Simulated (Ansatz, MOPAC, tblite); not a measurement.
Energy landscape of CH2, triplet: symmetric bend, bond length relaxed. Scanned: H-C-H angle. Other coordinates (C-H bond length) were minimised at PBE0/def2-TZVP.

PM3, unrestricted, heats of formation (MOPAC); AM1, unrestricted, heats of formation (MOPAC); GFN2-xTB, 300 K electronic temperature (tblite); CCSD(T)/aug-cc-pVQZ = CCSD(T) on UHF/aug-cc-pVQZ, frozen core in Ansatz (an electronic-structure program).

Energies relative to the lowest point of each profile, in kJ/mol; the last columns give the difference from CCSD(T):

```
a / °     PM3    AM1  GFN2-xTB  CCSD(T)/aug-cc-pVQZ  PM3 − CCSD(T)/aug-cc-pVQZ  AM1 − CCSD(T)/aug-cc-pVQZ  GFN2-xTB − CCSD(T)/aug-cc-pVQZ
------  -----  -----  --------  -------------------  -------------------------  -------------------------  ------------------------------
180       3.3    3.2      14.4                 23.2                      -19.9                      -20.0                            -8.9
169.60    2.4    2.3      12.7                 20.5                      -18.1                      -18.2                            -7.8
161.60    1.1    1.0       9.6                 15.4                      -14.3                      -14.4                            -5.8
153.60    0.0    0.0       5.7                  9.2                       -9.2                       -9.2                            -3.5
145.60    0.3    0.6       2.1                  3.5                       -3.2                       -2.9                            -1.4
137.60    2.8    3.8       0.0                  0.0                        2.8                        3.8                             0.0
129.60    8.4   10.6       0.4                  0.1                        8.3                       10.5                             0.3
121.60   17.8   21.8       4.5                  5.0                       12.7                       16.8                            -0.5
113.60   31.5   38.3      13.3                 15.8                       15.7                       22.5                            -2.5
105.60   50.6   60.8      28.0                 33.3                       17.4                       27.5                            -5.3
97.60    76.4   90.0      49.7                 58.3                       18.1                       31.7                            -8.6
89.60   110.0  126.5      79.8                 91.5                       18.5                       35.0                           -11.7
81.60   151.8  170.9     120.0                133.8                       17.9                       37.1                           -13.9
73.60       —      —         —                185.9                          —                          —                               —
65.60       —      —         —                248.7                          —                          —                               —
```

PM3 is furthest from CCSD(T)/aug-cc-pVQZ at 180 (-19.9 kJ/mol, below); its mean absolute difference over the points is 13.6 kJ/mol.

AM1 is furthest from CCSD(T)/aug-cc-pVQZ at 81.60 (37.1 kJ/mol, above); its mean absolute difference over the points is 19.2 kJ/mol.

GFN2-xTB is furthest from CCSD(T)/aug-cc-pVQZ at 81.60 (-13.9 kJ/mol, below); its mean absolute difference over the points is 5.4 kJ/mol.

Dashes: no converged value, or the column stops at the first point that the program doubted or that broke a chosen test of continuity, which isn't proof of a fault.

The scan ran from 180.0 to 60.0; beyond the range shown the relaxed coordinates jump or full CI changes its symmetry label.
